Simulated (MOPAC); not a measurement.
MOPAC input (AM1):

```
AM1 FORCE THERMO(298,298) PRECISE LET UHF MS=0.5 GEO-OK AUX(PRECISION=9) THREADS=1
C3H7O

O    -0.03692012 1    1.35516999 1   -0.15937263 1
C    -0.02246627 1    0.02721634 1    0.36262260 1
H     0.84930971 1    1.71192724 1   -0.03214395 1
H     0.09991153 1    0.08746389 1    1.48749050 1
C    -1.32711105 1   -0.58581870 1    0.06254540 1
C     1.12671600 1   -0.77871191 1   -0.22381435 1
H     1.05442639 1   -0.79860223 1   -1.33723090 1
H    -2.11155107 1    0.00377010 1   -0.41030774 1
H     2.10346374 1   -0.31959438 1    0.06085797 1
H    -1.49309826 1   -1.63209056 1    0.31257981 1
H     1.09427264 1   -1.82512452 1    0.16035428 1
```

From the last part of the output:

```
     H   11   0.553989   0.002617   0.557323   0.009373   5.464836

          HEAT OF FORMATION =     -33.535543 KCALS/MOLE

          ZERO POINT ENERGY      59.152 KCAL/MOL

           NORMAL COORDINATE ANALYSIS (Total motion = 1 Angstrom)

   Root No.       1         2         3         4         5         6         7         8

                 1 A       2 A       3 A       4 A       5 A       6 A       7 A       8 A

                 137.9     163.9     231.9     389.3     461.8     510.0     720.6     959.9

           1    0.0024   -0.0022    0.0030    0.0348   -0.0016    0.0316    0.0074    0.0396
           2    0.0085   -0.0046    0.0049   -0.0075    0.0714   -0.0155   -0.0030   -0.0103
           3    0.0099   -0.0194   -0.0599   -0.0157   -0.0299   -0.0376   -0.0087   -0.0041
           4    0.0021   -0.0019    0.0022    0.0364   -0.0001    0.0340    0.0066   -0.0068
           5   -0.0023   -0.0035   -0.0003   -0.0125   -0.0466    0.0305    0.0126    0.0053
           6   -0.0010   -0.0072    0.0029   -0.0259    0.0199    0.0741    0.0253    0.0116
           7    0.0088   -0.0020    0.0259    0.0299    0.0929   -0.0105   -0.0073   -0.0129
           8    0.0104   -0.0045    0.0117   -0.0094    0.1021   -0.0291   -0.0077   -0.0262
           9    0.0533    0.0065    0.7233   -0.0444   -0.0715   -0.0553    0.0036   -0.0075
          10    0.0128   -0.0091    0.0018    0.0506   -0.0015   -0.0096   -0.0079    0.0587
          11   -0.0101   -0.0139    0.0066   -0.0151   -0.0789    0.0367   -0.0367   -0.0132
          12   -0.0016    0.0017   -0.0013   -0.0273    0.0336    0.0732    0.0465   -0.0029
          13   -0.0103   -0.0013    0.0045   -0.0339    0.0502   -0.0233   -0.0071   -0.0763
          14   -0.0052   -0.0047   -0.0005   -0.0408   -0.0281    0.0164    0.0176   -0.0084
          15   -0.0132    0.0151    0.0243    0.0383    0.0010   -0.0058   -0.0820    0.0043
          16    0.0044    0.0059   -0.0093   -0.0297   -0.0507   -0.0244   -0.0058    0.0124
          17   -0.0023    0.0125   -0.0054    0.0546   -0.0181   -0.0188   -0.0118    0.0071
          18    0.0003    0.0117   -0.0081   -0.0036    0.0198    0.0079    0.0146   -0.0065
          19    0.2081   -0.0252   -0.0456   -0.0375   -0.0847   -0.1005   -0.0395   -0.0223
          20   -0.1549    0.0587    0.0007    0.0867   -0.0284   -0.1109   -0.0793   -0.0076
          21   -0.0261    0.0077    0.0040   -0.0114    0.0354    0.0666    0.0479    0.0116
          22   -0.0143    0.0197    0.0038   -0.0982    0.1143   -0.0961    0.0029    0.1896
          23   -0.0021   -0.0269    0.0005    0.0139   -0.0822    0.0798    0.0052   -0.2274
          24    0.0362    0.3823   -0.0173    0.0717   -0.0114   -0.1104    0.3231   -0.0204
          25   -0.2056    0.0462    0.0012   -0.0997   -0.1042   -0.0421    0.0010   -0.0183
          26   -0.0444    0.0187   -0.0044    0.0272   -0.0357   -0.0160   -0.0037   -0.0024
          27   -0.1367    0.0520    0.0016    0.0628    0.0441   -0.0556   -0.0438    0.0021
          28   -0.0174   -0.0319    0.0075   -0.0457    0.0679   -0.0526    0.0162    0.0100
          29   -0.0091    0.0144    0.0011   -0.1336    0.0515   -0.0521   -0.0244    0.3486
          30   -0.0820   -0.3635    0.0533    0.1308   -0.0073   -0.1526    0.2823    0.0235
          31    0.0149    0.0042   -0.0108   -0.0284   -0.0514   -0.0271   -0.0074    0.0097
          32    0.1928   -0.0244   -0.0191    0.1343    0.0429    0.0022   -0.0256    0.0440
          33    0.1655   -0.0121   -0.0392   -0.0370   -0.0324   -0.0783   -0.0193   -0.0541

   Root No.       9        10        11        12        13        14        15        16

                 9 A      10 A      11 A      12 A      13 A      14 A      15 A      16 A

                1007.1    1023.4    1133.4    1188.2    1293.5    1321.0    1378.1    1387.3

           1    0.0321   -0.0332   -0.0256    0.0067   -0.0439    0.0223   -0.0151   -0.0002
           2    0.0004   -0.0013    0.0050    0.0049    0.0074    0.0155    0.0070   -0.0014
           3   -0.0079    0.0069   -0.0020    0.0010   -0.0137    0.0074    0.0015    0.0002
           4   -0.0022    0.0108    0.0098   -0.0030    0.0329    0.0074    0.0383   -0.0020
           5    0.0014   -0.0062    0.0060    0.0052    0.0406    0.0665    0.0092    0.0027
           6    0.0011    0.0029    0.0809   -0.0506    0.0097   -0.0342   -0.0077   -0.0004
           7    0.0231   -0.0346   -0.0193   -0.0104   -0.2243   -0.2055   -0.0888    0.0115
           8   -0.0009   -0.0037    0.0062    0.0008   -0.0553   -0.0580   -0.0203    0.0024
           9   -0.0074    0.0087    0.0037    0.0034   -0.0096    0.0153    0.0053    0.0004
          10    0.0517   -0.0500   -0.0721    0.0245    0.4145   -0.2192   -0.0632    0.0001
          11    0.1167    0.0491    0.2662    0.4169   -0.0947   -0.0625    0.0136   -0.0193
          12   -0.0595   -0.0006   -0.0160   -0.2200   -0.0917    0.1046    0.0205    0.0060
          13   -0.0095   -0.0014    0.0090    0.0021    0.0080    0.0062    0.0132   -0.0006
          14    0.0323    0.0208   -0.0609   -0.0224   -0.0157   -0.0332   -0.0539    0.0025
          15   -0.0096   -0.0062   -0.0218   -0.0109    0.0023   -0.0005   -0.0044    0.0001
          16   -0.0359    0.0590    0.0054   -0.0010   -0.0048   -0.0091   -0.0125    0.0042
          17   -0.0535   -0.0335    0.0266   -0.0064   -0.0119   -0.0241   -0.0084   -0.0252
          18    0.0012   -0.0078   -0.0506    0.0706    0.0106    0.0118    0.0051   -0.0337
          19    0.0937   -0.0697    0.0796   -0.1127    0.0161   -0.0100    0.0190   -0.2575
          20    0.1602    0.0437    0.1231   -0.1532   -0.0040    0.0221    0.0120   -0.0076
          21   -0.1109    0.0149   -0.1009    0.1545    0.0017   -0.0072   -0.0134    0.0856
          22   -0.0246   -0.0167    0.0719    0.0222    0.0537    0.0881   -0.2227    0.0155
          23    0.0451    0.0332   -0.1171   -0.0400   -0.0525   -0.1040    0.1680   -0.0124
          24    0.0176    0.0147    0.0192   -0.0081   -0.0085   -0.0194    0.0267   -0.0012
          25   -0.0493   -0.1661    0.0377   -0.0082    0.0010   -0.0476    0.0523    0.2015
          26   -0.0766   -0.1161    0.0309    0.0053   -0.0119   -0.0340    0.0151    0.0429
          27    0.2026    0.2098   -0.0073   -0.0328    0.0375    0.0487   -0.0091    0.0254
          28   -0.0083   -0.0035    0.0121    0.0041    0.0052   -0.0056    0.0829   -0.0053
          29    0.0343    0.0061   -0.0730   -0.0177   -0.0461   -0.0978    0.3089   -0.0216
          30    0.0085    0.0054    0.0092   -0.0096    0.0001   -0.0109    0.0136    0.0001
          31   -0.0281    0.0531    0.0076   -0.0040    0.0002   -0.0080   -0.0047    0.0184
          32   -0.0481    0.2346    0.0207   -0.0093   -0.0086   -0.0199    0.0259    0.2758
          33    0.1612   -0.2306    0.0232   -0.0119    0.0199    0.0238    0.0160    0.2851

   Root No.      17        18        19        20        21        22        23        24

                17 A      18 A      19 A      20 A      21 A      22 A      23 A      24 A

                1391.4    1413.6    1428.5    1570.4    2983.0    3067.9    3074.7    3161.4

           1    0.0057   -0.0593    0.0086   -0.0215   -0.0041   -0.0003    0.0002    0.0004
           2    0.0010   -0.0097    0.0033   -0.0352   -0.0005   -0.0000   -0.0000    0.0000
           3   -0.0004    0.0026    0.0002   -0.0008   -0.0019   -0.0001   -0.0002   -0.0000
           4   -0.0162    0.1221   -0.0220   -0.0277   -0.0165   -0.0005   -0.0024   -0.0010
           5   -0.0003   -0.0102   -0.0008    0.1188   -0.0196   -0.0027   -0.0006   -0.0015
           6    0.0060   -0.0236    0.0102   -0.0097   -0.0489   -0.0037   -0.0029    0.0029
           7   -0.0210    0.1256   -0.0440    0.4619   -0.0035   -0.0017    0.0005   -0.0008
           8   -0.0068    0.0415   -0.0127    0.1297   -0.0028   -0.0005    0.0011    0.0007
           9   -0.0032   -0.0002   -0.0009   -0.0133   -0.0008    0.0004   -0.0007    0.0004
          10    0.0382   -0.1121    0.0132    0.0786    0.2575    0.0144    0.0105   -0.0040
          11   -0.0041    0.0165   -0.0054   -0.0640    0.2788    0.0146    0.0120   -0.0042
          12   -0.0121    0.0454   -0.0050    0.0184    0.6819    0.0411    0.0324   -0.0119
          13    0.0062   -0.0322    0.0090    0.0128    0.0013   -0.0001    0.0003    0.0000
          14   -0.0074    0.0335   -0.0152   -0.0580   -0.0021    0.0003   -0.0002    0.0002
          15   -0.0011    0.0040   -0.0008   -0.0034   -0.0019   -0.0002   -0.0001    0.0000
          16    0.0382   -0.0066    0.0267    0.0021    0.0031    0.0091   -0.0451   -0.0098
          17   -0.0085    0.0044    0.0433   -0.0174    0.0043   -0.0415    0.0036   -0.0120
          18    0.0091   -0.0004   -0.0470    0.0094    0.0023   -0.0271   -0.0202    0.0172
          19   -0.2070   -0.0553   -0.0928   -0.0028   -0.0284    0.1237    0.0964   -0.1159
          20    0.2611   -0.0058   -0.1843    0.0013   -0.0255    0.0848    0.1080   -0.1052
          21   -0.0011    0.0217    0.0898    0.0029   -0.0680    0.2904    0.2938   -0.2785
          22   -0.0342    0.1013   -0.0487   -0.0200   -0.0162   -0.0004   -0.0020    0.0012
          23    0.0290   -0.0814    0.0362   -0.0221   -0.0147   -0.0001   -0.0021    0.0016
          24    0.0057   -0.0147    0.0068   -0.0024   -0.0025   -0.0002   -0.0001    0.0001
          25   -0.2283   -0.0782   -0.1513   -0.0507    0.0092   -0.1305    0.0175   -0.0890
          26   -0.0394   -0.0213   -0.0603   -0.0302   -0.0247    0.4409   -0.1348    0.2848
          27   -0.2434    0.0026    0.2132    0.0679   -0.0019    0.0520   -0.0295    0.0484
          28    0.0105   -0.0247    0.0158    0.0259    0.0046    0.0007   -0.0012   -0.0018
          29    0.0219    0.0200    0.0310    0.0206   -0.0007    0.0001   -0.0001    0.0002
          30    0.0015    0.0010   -0.0001   -0.0012   -0.0016   -0.0003    0.0002    0.0002
          31    0.0148   -0.0081    0.0077    0.0014   -0.0147   -0.1037    0.4372    0.3325
          32   -0.0840   -0.1461   -0.1815    0.0063    0.0030   -0.0167   -0.0173   -0.0194
          33    0.0925    0.1405    0.1402   -0.0155    0.0017   -0.0122   -0.0162    0.0027

   Root No.      25        26        27

                25 A      26 A      27 A

                3236.3    3239.7    3503.0

           1    0.0002    0.0006    0.0158
           2   -0.0003   -0.0001   -0.0548
           3   -0.0000    0.0000    0.0000
           4   -0.0020   -0.0013    0.0040
           5   -0.0015    0.0011   -0.0016
           6   -0.0007    0.0006   -0.0002
           7    0.0010    0.0008   -0.2928
           8   -0.0016   -0.0010    0.8803
           9   -0.0000    0.0000    0.0011
          10    0.0035   -0.0030    0.0007
          11    0.0071   -0.0044    0.0001
          12    0.0134   -0.0079    0.0032
          13   -0.0549   -0.0373   -0.0009
          14   -0.0352    0.0267    0.0005
          15    0.0015    0.0048    0.0001
          16   -0.0002   -0.0001    0.0003
```
